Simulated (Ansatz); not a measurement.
Born–Oppenheimer molecular dynamics of BFH$_{4}$O (7 atoms, charge 0, multiplicity 1). It starts at the highest image of a converged band, a first-order saddle point between two minima.

Level of theory: RKS B3LYP/cc-pVDZ (Ansatz 0.2.0).

- ensemble: NVE (velocity Verlet)
- time step: 0.5 fs
- steps asked: 200
- starting velocities drawn for: 300 K
- seed: 6818

First frame:

```xyz
7
Properties=species:S:1:pos:R:3
B 0.067 -0.268 -0.087
F -0.052 0.108 1.557
H 1.132 0.154 -0.445
H -0.974 0.046 -0.606
O 0.137 -1.711 0.376
H -0.696 -2.176 0.207
H 0.028 -1.007 1.442
```

(1) How far do the bonds stretch over the last three quarters of this one trajectory? (Pairs bonded in most of those frames.)

Results:

(1) 
```csv
bond,mean (Å),spread (Å),shortest,longest
B1–H3,1.208,0.031,1.16,1.25
B1–H4,1.210,0.023,1.17,1.25
B1–O5,1.368,0.016,1.35,1.43
F2–H7,0.935,0.027,0.89,0.98
O5–H6,0.969,0.005,0.96,0.98
```

Mean temperature of the second half: 694 K. The conserved energy stayed within 0.17 meV per atom of its start (net change -0.11 meV per atom), so the integration is sound. The kinetic energy rose, since the run started high on the potential surface and went downhill. It ends in pieces (BH3O + FH), so much of that is their flight and rotation, not heat. A run of 0.1 ps of so small a system gives no equilibrium averages. The orbitals stay closed-shell, which can raise the energy where a bond breaks towards radicals; this wasn't checked here.

The run took 110 s on 1 thread of AMD EPYC 9R45 96-Core Processor (Zen 5) (shared host), peak memory 0.13 GiB.
